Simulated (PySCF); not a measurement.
# Nitrogen: a sound run and one with changed settings

Sound run: N [He] 2s2 2p3, N⁺ [He] 2s2 2p2. Computed with PySCF 2.14 in 6-31G* (3s2p1d, 14 functions), with no relativity, point nucleus. The sound run starts from symmetry-adapted Hartree-Fock orbitals and uses a fine grid where one is needed.

A second run was set up differently.

```tsv
species	method	sound run (hartree)	changed run (hartree)	converged
N	UHF	-54.38501	-54.38501	yes
N	BP86	-54.57158	-54.57158	yes
N	MN15	-54.52040	-54.52040	yes
N⁺	UHF	-53.87190	-53.87190	yes
N⁺	BP86	-54.02983	-54.02970	yes
N⁺	MN15	-53.98544	-53.98366	yes
```

Ionisation energy of N:

```tsv
method	sound run (eV)	changed run (eV)
UHF	13.962	13.962
BP86	14.742	14.745
MN15	14.557	14.605
```

Question: What was changed?
A. minimal basis
B. level shift left on
C. angular grid far too coarse
D. basis contracted for another Hamiltonian

Answer: C. It used 14 angular points. A coarse angular grid integrates products of high-l functions wrongly, so density functionals can shift, and the SCF can exploit the error; Hartree-Fock and MP2 need no grid.
